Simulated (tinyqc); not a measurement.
Worked calculation: CCSD on RHF in the sto-3g basis, for H2O, spin multiplicity 1. One step of it, computed by the program tinyqc.

Task: CCSD: starting amplitudes. t_ij^ab = <ij||ab> / (e_i + e_j - e_a - e_b), whose energy is MP2.

orbital energies (hartree): MO1 -20.265147, MO2 -1.186536, MO3 -0.526880, MO4 -0.415676, MO5 -0.384183, MO6 0.416965, MO7 0.544009

Two-electron integrals over orbitals (pq|rs), unique and non-zero (hartree):
```
(11|11) 4.747346    (21|11) -0.433937   (21|21) 0.062590    (22|11) 1.028314
(22|21) -0.016093   (22|22) 0.725319    (31|31) 0.010250    (32|31) 0.016263
(32|32) 0.125447    (33|11) 0.743210    (33|21) -0.004721   (33|22) 0.601604
(33|33) 0.576843    (41|11) 0.152648    (41|21) -0.020573   (41|22) 0.010954
(41|33) 0.005002    (41|41) 0.023068    (42|11) -0.146006   (42|21) 0.007416
(42|22) -0.032116   (42|33) 0.003551    (42|41) 0.019096    (42|42) 0.130293
(43|31) -0.001995   (43|32) 0.030644    (43|43) 0.058049    (44|11) 0.921921
(44|21) -0.010726   (44|22) 0.658697    (44|33) 0.553682    (44|41) -0.008309
(44|42) -0.090685   (44|44) 0.685592    (51|51) 0.025945    (52|51) 0.033537
(52|52) 0.152837    (53|53) 0.025320    (54|51) -0.010967   (54|52) -0.041335
(54|54) 0.045720    (55|11) 1.115363    (55|21) -0.012318   (55|22) 0.758402
(55|33) 0.588982    (55|41) 0.004296    (55|42) -0.079600   (55|44) 0.682212
(55|55) 0.880159    (61|11) -0.186909   (61|21) 0.028422    (61|22) -0.002974
(61|33) 0.000441    (61|41) 0.004034    (61|42) 0.020439    (61|44) -0.014315
(61|55) -0.005155   (61|61) 0.023898    (62|11) 0.251994    (62|21) -0.006088
(62|22) 0.125161    (62|33) 0.059856    (62|41) 0.018163    (62|42) 0.036967
(62|44) 0.058951    (62|55) 0.134848    (62|61) 0.010157    (62|62) 0.091405
(63|31) 0.002178    (63|32) -0.039559   (63|43) -0.042529   (63|63) 0.080435
(64|11) 0.281739    (64|21) -0.003804   (64|22) 0.137935    (64|33) 0.048364
(64|41) 0.001546    (64|42) -0.047224   (64|44) 0.133481    (64|55) 0.157894
(64|61) -0.001543   (64|62) 0.060543    (64|64) 0.103740    (65|51) 0.012438
(65|52) 0.049194    (65|54) 0.007599    (65|65) 0.032828    (66|11) 0.760138
(66|21) -0.007366   (66|22) 0.579667    (66|33) 0.536178    (66|41) 0.016604
(66|42) 0.045573    (66|44) 0.535870    (66|55) 0.566675    (66|61) 0.008293
(66|62) 0.085818    (66|64) 0.053821    (66|66) 0.567412    (71|31) 0.014071
(71|32) 0.021396    (71|43) -0.002759   (71|63) 0.002492    (71|71) 0.019342
(72|31) 0.015066    (72|32) 0.059539    (72|43) -0.026758   (72|63) 0.027066
(72|71) 0.019832    (72|72) 0.071094    (73|11) 0.374754    (73|21) -0.006876
(73|22) 0.175305    (73|33) 0.087790    (73|41) -0.000084   (73|42) -0.073511
(73|44) 0.141621    (73|55) 0.207864    (73|61) -0.005152   (73|62) 0.065870
(73|64) 0.105794    (73|66) 0.045294    (73|73) 0.160820    (74|31) -0.007483
(74|32) -0.068523   (74|43) -0.017438   (74|63) 0.058689    (74|71) -0.010337
(74|72) -0.017704   (74|74) 0.069946    (75|53) 0.023974    (75|75) 0.025732
(76|31) 0.007202    (76|32) 0.082968    (76|43) 0.066620    (76|63) -0.071112
(76|71) 0.009750    (76|72) -0.000762   (76|74) -0.060254   (76|76) 0.113316
(77|11) 0.836925    (77|21) -0.009019   (77|22) 0.605970    (77|33) 0.571588
(77|41) 0.003389    (77|42) -0.021317   (77|44) 0.572293    (77|55) 0.607344
(77|61) -0.003544   (77|62) 0.059071    (77|64) 0.056177    (77|66) 0.540037
(77|73) 0.101735    (77|77) 0.590640
```

Give: Starting amplitudes; correlation energy.

Result:

Starting amplitudes (spin orbitals 1a, 1b, ...; amplitudes related by a flip of all spins are not repeated; the 24 largest):
```
from      to          t
3a 3b  7a 7b     -0.075
4a 4b  6a 6b     -0.062
3a 4b  6b 7a      0.056
3a 3b  6a 6b     -0.043
4a 4b  7a 7b     -0.036
3a 4b  6a 7b     -0.031
2a 2b  6a 6b     -0.029
2a 4b  6a 6b     -0.025
3a 4a  6a 7a      0.025
2a 3b  6a 7b     -0.025
2a 2b  7a 7b     -0.021
5a 5b  6a 6b     -0.020
2a 3a  6a 7a     -0.015
5a 5b  7a 7b     -0.014
2a 3b  6b 7a      0.010
2a 4b  7a 7b      0.007
1a 2b  7a 7b  -8.80e-04
1a 1b  6a 6b  -5.78e-04
1a 4b  7a 7b   4.75e-04
1a 1b  7a 7b  -4.65e-04
1a 2b  6a 6b  -4.56e-04
1a 3a  6a 7a   3.51e-04
1a 3b  6a 7b   2.37e-04
1a 3b  6b 7a   1.15e-04
```

correlation energy = -0.05557 hartree
